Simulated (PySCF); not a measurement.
C5H4.
InChI=1S/C5H4/c1-3-5-4-2/h1,5H,2H2

The calculation used PySCF, PBE0-D3(BJ)/def2-SVP geometry optimisation, gas phase.

Masses are those of the commonest isotopes; rigid-rotor values at the optimised geometry. 

Q: What are A, B and C (GHz)?

A: Ia = 19.30, Ib = 195.10, Ic = 210.85 u·Å²; 505379 MHz·u·Å²/I gives 26192, 2590 and 2397 MHz, that is A = 26.192, B = 2.5904, C = 2.3969 GHz.

Q: What kind of rotor is it?

A: A near-prolate asymmetric top: κ = (2 × 2590 − 26192 − 2397)/(26192 − 2397) = -0.98.

Q: What does the inertial defect say?

A: Not planar: Δ = Ic − Ia − Ib = -3.54 u·Å². For a rigid frame Δ = −2 Σ m c², so Σ m c² = 1.77 u·Å² lies off the ab plane, practically all of it from hydrogen. The atom farthest from that plane is 0.94 Å away.

Q: Give the other two planar moments, Paa and Pbb, and the rms extents of the mass along the axes.

A: Paa = Σ m a² = (Ib + Ic − Ia)/2 = 193.32 and Pbb = Σ m b² = (Ia + Ic − Ib)/2 = 17.52 u·Å². With the mass M = 64.03 u, the rms extents √(P/M) along a, b and c are 1.74, 0.52, 0.17 Å.

Q: Give the coordinates in the principal-axis frame, origin at the centre of mass.

A: The sense of each axis is arbitrary; atoms in the order of the calculation.
```tsv
atom	mass (u)	a (Å)	b (Å)	c (Å)
C1	12.000	-2.360	0.463	0.000
C2	12.000	-1.274	-0.079	0.000
C3	12.000	-0.018	-0.750	0.000
C4	12.000	1.150	-0.137	0.000
C5	12.000	2.311	0.457	0.000
H6	1.008	-3.317	0.950	0.000
H7	1.008	-0.034	-1.848	-0.002
H8	1.008	2.815	0.717	0.937
H9	1.008	2.814	0.720	-0.937
```

Q: Predict some low-J microwave lines.

A: The dipole components are |μa| = 0.72 D, |μb| = 0.01 D, |μc| = 0.00 D; the mirror of this Cs structure is the ab plane, so μc vanishes by symmetry and there are no c-type lines. Intensities carry the squares of the components, which stand as 1.00 : 0.00 (a : b). Some lines, for components of 0.1 D or more:

```json
{"type": "a", "branch": "Q", "J(Ka,Kc)": "2(1,1) ← 2(1,2)", "MHz": "581", "lower level (cm⁻¹)": "1.280"}
{"type": "a", "branch": "Q", "J(Ka,Kc)": "3(1,2) ← 3(1,3)", "MHz": "1161", "lower level (cm⁻¹)": "1.769"}
{"type": "a", "branch": "R", "J(Ka,Kc)": "1(0,1) ← 0(0,0)", "MHz": "4987", "lower level (cm⁻¹)": "0.000"}
{"type": "a", "branch": "R", "J(Ka,Kc)": "2(1,2) ← 1(1,1)", "MHz": "9781", "lower level (cm⁻¹)": "0.954"}
{"type": "a", "branch": "R", "J(Ka,Kc)": "2(0,2) ← 1(0,1)", "MHz": "9973", "lower level (cm⁻¹)": "0.166"}
{"type": "a", "branch": "R", "J(Ka,Kc)": "2(1,1) ← 1(1,0)", "MHz": "10168", "lower level (cm⁻¹)": "0.960"}
{"type": "a", "branch": "R", "J(Ka,Kc)": "3(1,3) ← 2(1,2)", "MHz": "14671", "lower level (cm⁻¹)": "1.280"}
{"type": "a", "branch": "R", "J(Ka,Kc)": "3(0,3) ← 2(0,2)", "MHz": "14957", "lower level (cm⁻¹)": "0.499"}
{"type": "a", "branch": "R", "J(Ka,Kc)": "3(2,2) ← 2(2,1)", "MHz": "14962", "lower level (cm⁻¹)": "3.661"}
{"type": "a", "branch": "R", "J(Ka,Kc)": "3(2,1) ← 2(2,0)", "MHz": "14967", "lower level (cm⁻¹)": "3.661"}
{"type": "a", "branch": "R", "J(Ka,Kc)": "3(1,2) ← 2(1,1)", "MHz": "15251", "lower level (cm⁻¹)": "1.299"}
```

Q: Estimate the classical rotational partition function at 10 K, 50 K and 500 K.

A: Point group Cs, symmetry number σ = 1; q = (√π/σ)·√((kT/h)³/(ABC)), k/h = 20836.6 MHz/K: 418 at 10 K, 4670 at 50 K, 148000 at 500 K.

No frequency check. Constants of a rigid frame at the computed geometry: no zero-point averaging, no centrifugal distortion.

On one thread of an Arm Neoverse V2, no GPU (shared host), this took 9.5 s. These figures are those of the optimisation.
